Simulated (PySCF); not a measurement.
Fill in the blanks.

Tetrafluoroethylene, C2F4.
Atom-mapped SMILES: `[F:1][C:2]([F:3])=[C:4]([F:5])[F:6]`

```tsv
property	level	value
point group	PBE0-D3(BJ)/def2-SVP	?
rotational constants A, B, C	PBE0-D3(BJ)/def2-SVP	?
dipole moment	CAM-B3LYP/def2-SVPD	0.00 D
HOMO energy	CAM-B3LYP/def2-SVPD	?
LUMO energy	CAM-B3LYP/def2-SVPD	0.90 eV
lowest singlet excitation	TDDFT CAM-B3LYP/def2-SVPD	?
strongest line among the 10 lowest singlet transitions	TDDFT CAM-B3LYP/def2-SVPD	S4 at 8.30 eV (149 nm, f = 0.421)
lowest triplet excitation (Tamm–Dancoff)	TDA CAM-B3LYP/def2-SVPD	?
static isotropic polarisability	CAM-B3LYP/def2-SVPD	29.0 au
vertical ionisation energy	ΔSCF CAM-B3LYP/def2-SVPD	?
electronic spatial extent ⟨r²⟩ about the centre of nuclear charge	CAM-B3LYP/def2-SVPD	489 bohr²
largest of the computed one-bond spin–spin couplings (means over like bonds)	B3LYP/pcJ-1	19F–13C -353.4 (F1–C2 and 3 like it), 13C–13C +212.5 (C2–C4) Hz
core binding energies	ΔSCF SCAN, pcX-2 on the ionised atom, pcseg-1 elsewhere, spin-free X2C	?
```

Electronic properties: PySCF, gas phase, density fitting. Geometry: PBE0-D3(BJ)/def2-SVP; no solvent, vibrations or thermal averaging.

Problem. Give the point group.

Solution. D2h.

Problem. What is the lowest singlet excitation?

Solution. 6.68 eV (186 nm, f = 0.015).

Problem. What is the vertical ionisation energy?

Solution. 10.51 eV.

Problem. What is the lowest triplet excitation (Tamm–Dancoff)?

Solution. 4.59 eV.

Problem. Give the rotational constants A, B, C.

Solution. 5.543, 3.255, 2.051 GHz.

Problem. Give the HOMO energy.

Solution. -9.16 eV.

Problem. What are the core binding energies?

Solution. C1s 296.2 (C2/C4), F1s 694.9 (F1/F3/F5/F6) eV.

The ΔSCF ionisation energy exceeds −ε(HOMO) by 1.35 eV with CAM-B3LYP. Point group D2h forbids a permanent dipole, so the rigid molecule has no electric-dipole pure rotational spectrum. The polarisability is 4.29 Å³ as a volume (1 au = 0.148185 Å³), or 0.60 au for each of the 48 electrons. The vertical singlet–triplet gap S1 − T1 is 2.09 eV (TDDFT singlet less Tamm–Dancoff triplet; S1: HOMO→LUMO, weight 0.97; T1: HOMO→LUMO+1, weight 0.98). The 10 singlets span 6.68 to 10.74 eV, and their oscillator strengths add up to 0.53.

For the TDDFT job (CAM-B3LYP/def2-SVPD), on one thread, Arm Neoverse V1 (aarch64), on a shared host, this took 16 s wall and 0.58 GiB of memory at its peak.
